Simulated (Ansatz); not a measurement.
Interaction energy ladder

The pair of HCl (SMILES Cl, atoms 1–2) and C₂H₆ (SMILES CC, atoms 3–10), both closed shells, in one local arrangement (a lower one may exist), relaxed at PBE0-D4/def2-TZVP:

| atom | x (Å) | y (Å) | z (Å) |
| --- | --- | --- | --- |
| Cl1 | -0.7308 | 0.6993 | -3.0183 |
| H2 | -0.0040 | 0.2749 | -2.0518 |
| C3 | 0.7328 | -0.3300 | 0.2878 |
| C4 | -0.5545 | 0.0891 | 0.9760 |
| H5 | 1.4625 | -0.7202 | 1.0008 |
| H6 | 0.5567 | -1.1227 | -0.4464 |
| H7 | 1.2104 | 0.5139 | -0.2202 |
| H8 | -1.2836 | 0.4809 | 0.2628 |
| H9 | -0.3699 | 0.8688 | 1.7182 |
| H10 | -1.0197 | -0.7540 | 1.4912 |

Computed with Ansatz 0.2.0 (basis: def2-TZVPPD, with def2-QZVPPD for the basis limit); correlated methods freeze the cores. B3LYP uses VWN-RPA correlation. Extrapolation: Hartree–Fock as exp(−7.88 √X), correlation as X^−2.97. Interaction energies count from these two fragments, frozen as in the pair, with the counterpoise correction; negative means bound.

Q: What is the interaction energy by CCSD(T) at an estimated basis limit (MP2 extrapolated from triple and quadruple zeta, plus CCSD(T) − MP2 in triple zeta)? (To be estimated.)

A: Computed: -1.46 kcal/mol. Hartree–Fock alone gives 0.74 kcal/mol at the basis limit, so without correlation the pair would not bind at this distance. It counts from the two fragments frozen as in the pair.

The same quantity by other methods in triple zeta, and each one's difference from that estimate:
| method | E_int (kcal/mol) | difference |
| --- | --- | --- |
| PBE-D4 | -1.70 | -0.24 |
| revPBE-D4 | -1.25 | 0.21 |
| BLYP-D4 | -1.16 | 0.29 |
| r2SCAN-D4 | -1.51 | -0.05 |
| B97M-V | -1.44 | 0.01 |
| PBE0-D4 | -1.54 | -0.08 |
| B3LYP-D4 | -1.29 | 0.16 |
| HSE06-D4 | -1.53 | -0.08 |
| wB97X-V | -1.36 | 0.10 |
| wB97M-V | -1.34 | 0.11 |
| B2PLYP | -0.58 | 0.88 |
| HF | 0.74 | 2.19 |
| MP2 | -1.37 | 0.09 |
| CCSD | -0.88 | 0.57 |
| CCSD(T) | -1.18 | 0.27 |
Differences are method less estimate.

Basis-set superposition shift (counterpoise-corrected less uncorrected): CCSD(T) 0.49; MP2 0.48; HF 0.05; PBE0-D4 0.08; wB97M-V 0.06 kcal/mol.

T1 diagnostic: at most 0.008.

For scale, one of the runs: CCSD(T)/def2-TZVPPD, 244 basis functions, launched by `ansatz run in.yaml --threads 4 --pin off --events-out ev --progress --plain --max-ram 9574MiB`. Hardware: 4 CPU threads of an Arm Neoverse V2, shared host. Wall time 71 s; peak host memory 4.8 GiB.
